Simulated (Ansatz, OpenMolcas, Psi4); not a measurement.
**How basis sets differ on SiO2 (silicon dioxide molecule)**

SiO2: 3 atoms, total charge 0, spin state singlet. SMILES: `O=[Si]=O`. Geometry: relaxed at PBE0-D4/def2-TZVP.

```xyz
3

O     0.6977    1.2296    0.5188
Si    0.0000    0.0000    0.0000
O    -0.6977   -1.2296   -0.5188
```

Quantity: the atomisation enthalpy at 298 K, in kJ/mol. The values are calculated. The thermal term (zero-point and 298 K enthalpy, harmonic and unscaled) is that of PBE0-D4/def2-TZVP; the spin-orbit lowering of the free atoms at 298 K, 1.2 kJ/mol by their spectra, is taken off.

Measured value to compare with: NIST-JANAF tables; in doubt: it may be an older value or an estimate gives the atomisation enthalpy at 298 K of the gas as 1254 kJ/mol.

```
                           level          kind     program  value (kJ/mol)  computed − measured  CPU time (all runs)
                       HF/STO-3G  Hartree–Fock  OpenMolcas             151                -1103                4.9 s
                        HF/3-21G  Hartree–Fock  OpenMolcas             216                -1038                5.1 s
                        HF/6-31G  Hartree–Fock      Ansatz             181                -1073               0.22 s
HF/6-31G** (spherical functions)  Hartree–Fock      Ansatz             559                 -695                0.3 s
                     HF/6-311G**  Hartree–Fock      Ansatz             553                 -701                0.4 s
                    HF/6-311+G**  Hartree–Fock      Ansatz             567                 -687               0.54 s
              HF/6-311++G(2d,2p)  Hartree–Fock      Ansatz             613                 -641               0.74 s
                      HF/cc-pVTZ  Hartree–Fock        Psi4             616                 -638                 46 s
            HF/6-311++G(3df,3pd)  Hartree–Fock      Ansatz             641                 -613                1.3 s
```

Nearest: HF/6-311++G(3df,3pd) (-613 kJ/mol); farthest: HF/STO-3G (-1103 kJ/mol). The measured heats of formation of B, Si, Al and metal atoms are uncertain by some kJ/mol each. Without the sets that lack polarisation functions the rows with a basis span only 553 to 641 kJ/mol. Times are those of the runs behind each value, whatever else they computed, on shared processors of several kinds: orders of magnitude only.
